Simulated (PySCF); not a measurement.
# Computed data sheet: `CC(C)[NH3+]`

C3H10N (charge +1).
Structure used (GFN2-xTB), in Å, numbered top down from 1:
```
atom  x, y, z in Å
C1    -0.366   -1.263    0.591
C2     0.139    0.150    0.376
C3    -0.936    1.091   -0.133
N4     1.248    0.101   -0.655
H5    -0.795   -1.672   -0.321
H6     0.425   -1.922    0.941
H7    -1.146   -1.260    1.347
H8     0.579    0.540    1.297
H9    -0.546    2.093   -0.295
H10   -1.732    1.165    0.601
H11   -1.375    0.724   -1.058
H12    0.865   -0.265   -1.537
H13    2.008   -0.520   -0.347
H14    1.630    1.039   -0.829
```

GFN2-xTB geometry:

```yaml
Point_group_of_the_GFN2-xTB_geometry: Cs
Rotational_constants_A_B_C_of_the_GFN2-xTB_geometry: 7.813, 7.787, 4.531 GHz
```

**PBE0/def2-SVPD ground state and vertical TDDFT (core frozen in the response) (PySCF)**

```yaml
HOMO_energy: -14.94 eV
LUMO_energy: -4.80 eV
HOMO–LUMO_gap: 10.14 eV
Lowest_singlet_excitation: 8.94 eV (139 nm, f = 0.009)
Strongest_line_among_the_6_lowest_singlet_transitions: S3 at 9.82 eV (126 nm, f = 0.090)
Lowest_triplet_excitation_Tamm–Dancoff: 8.80 eV
Static_isotropic_polarisability: 42.8 au
Electronic_spatial_extent_⟨r²⟩_about_the_centre_of_nuclear_charge: 330 bohr²
```

**PBE0/pcSseg-1 ground state and GIAO shieldings, non-relativistic (PySCF)**

```yaml
Lowest_Hirshfeld_atomic_charge: -0.10 e on C1/C3
Highest_Hirshfeld_atomic_charge: +0.21 e on H12/H13/H14
13C_chemical_shifts_computed_TMS_as_zero_by_class: 56.0 (C2), 22.7 (C1/C3) ppm
1H_chemical_shifts_computed_TMS_as_zero_by_class: 4.76 (H12/H13/H14), 3.98 (H8), 1.81 (H5/H6/H7/H9/H10/H11) ppm
Isotropic_shieldings_of_nuclei_other_than_C_and_H_by_class: 189 (N4) ppm
Mayer_bond_orders_between_heavy_atoms: C1–C2 1.03, C2–C3 1.03, C2–N4 0.83
```

Monoisotopic mass of the ion (most abundant isotopes, electron mass counted): 60.0808 u.

The vertical singlet–triplet gap S1 − T1 is 0.14 eV (TDDFT singlet less Tamm–Dancoff triplet). The 6 singlets span 8.94 to 10.40 eV, and their oscillator strengths add up to 0.12. The largest Löwdin shares of the HOMO are 0.25 on C1, 0.25 on C3, 0.15 on C2 and 0.13 on H6. No computed singlet falls in the visible range (750 to 380 nm, 1.65 to 3.26 eV); S1 lies 5.68 eV above its blue end. The polarisability is 6.34 Å³ as a volume (1 au = 0.148185 Å³), or 1.26 au for each of the 34 electrons. The principal polarisabilities are 38.9, 44.5 and 44.9 au; their mean is the isotropic value.

Isolated species at its GFN2-xTB geometry, gas phase. NMR classes are plain means over equivalent atoms (diastereotopic ones count apart unless rotation or inversion swaps them), as if these changed places fast; in this geometry the members of some classes differ.
